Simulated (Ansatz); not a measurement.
# How far a parabola holds: energy against volume of diamond-structure Si

We consider diamond-structure Si, described by LDA (Ansatz, a program for electronic structure, plane waves, PAW). Numerical settings: plane-wave cutoff 520 eV, 12×12×12 k mesh, Fermi–Dirac smearing 0.01 eV, scalar-relativistic PAW data made under PBE. The cell has no free parameter but its volume, all volumes share cutoff and mesh, and the runs aren't spin-polarised. Energies are free energies at the run's smearing, counted from the lowest row; static lattice.

```
V (Å³/atom)  E (meV/atom)
-----------  ------------
18.521                  ?
18.915              10.22
19.309               2.47
19.703               0.00
20.097               2.28
20.491               8.84
```

Q: Using a parabola, estimate the missing E at V = 18.521 from the other rows, showing the fit.

A: With u = V - 19.7, the rows have u = -0.7850, -0.3910, 0.0030, 0.3970, 0.7910. Least squares gives E = -0.003 - 0.8409·u + 15.3545·u². Residuals (row less fit): 0.101, -0.203, 0.005, 0.197, -0.099; standard error 0.224 (degrees of freedom: 2). The fitted curve has its minimum at V = 19.7, where E = -0.01. Its curvature is d²E/dV² = 2 × 15.3545 meV/Å⁶, so B = V0·d²E/dV² × 0.1602 = 97.1 GPa. At the withheld row, u = -1.1790, so E = -0.003 - 0.8409 × (-1.1790) + 15.3545 × (-1.1790)² = 22.332 meV/atom. The calculation gives 23.83 meV/atom, 1.498 meV/atom above the prediction (6.3 % of the range of E in the table). The row lies outside the fitted rows, so this is an extrapolation. From the scatter of the fitted rows alone, a prediction at this place has a standard error of 0.529 meV/atom, so the miss is 2.8 times that.

The residuals are curvature that a parabola lacks, not noise. A solid that stiffens under compression and softens on expansion lies above the parabola at the compressed end and under it at the expanded end, as this row does. A third-order Birch-Murnaghan fit to the whole scan has B0 = 96.4 GPa. Only scans are tabulated whose curvature falls smoothly with volume, and where the parabola meets the shown rows within 5 % of their range and misses the end by 0.1 meV or more.

Measured, for comparison: bulk modulus 101 GPa (0 K value with zero-point phonon effects removed; as tabulated in Sun et al. (2011), doi:10.1103/physrevb.84.035117). Computed less measured: bulk modulus -4.6 %.
